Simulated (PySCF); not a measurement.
Gas-phase reaction: 2 Si2H5 + 2 Cl = SiHCl2 + 3 SiH3

Computed with PySCF and rigid-rotor harmonic-oscillator thermochemistry at 1 bar. † marks an energy on the PBE0/def2-TZVP geometry and frequencies; other levels use their own. CCSD(T) freezes the core. 6-31G* has spherical d functions here. Open shells (unrestricted): Si2H5 (multiplicity 2), Cl (multiplicity 2, electronic degeneracy 6), SiHCl2 (multiplicity 2), SiH3 (multiplicity 2). Spin-orbit splitting is ignored; it lowers the true energy and changes the entropy of Cl. B3LYP is the form with VWN-RPA correlation. Si2H5, SiHCl2: computed as isolated molecules; such fragments, hydroxides, amides, oligomers or adducts are transient or little studied in the gas. CCSD(T) isn't extrapolated to the basis-set limit; its ΔH°(298 K) is -213.8 kJ in def2-SVP and -243.0 kJ in def2-TZVPP. The harmonic model lacks anharmonicity and excited electronic states, which grow with temperature; levels with a mode under 35 cm⁻¹ are left out. Internal rotation in Si2H5 is treated as a harmonic vibration of one conformer, which makes the entropy rough.

| level | ΔE electronic, kJ | ΔH°(298 K), kJ | ΔS°(298 K), J/K | ΔG°(2500 K), kJ |
|---|---|---|---|---|
| B3LYP/def2-TZVP† | -251 | -261 | 27 | -260 |
| CCSD(T)/def2-SVP† | -204 | -214 | 27 | -213 |
| HF/6-31G* | -160 | -171 | 30 | -181 |
| HF/def2-TZVP† | -200 | -210 | 27 | -209 |
| M06-2X/def2-TZVP† | -277 | -287 | 27 | -286 |
| PBE0/def2-TZVP | -256 | -266 | 27 | -265 |
| ωB97M-V/def2-TZVP† | -256 | -266 | 27 | -265 |
ΔH° is lowest at M06-2X/def2-TZVP† and highest at HF/6-31G*. No reference value is set beside these.
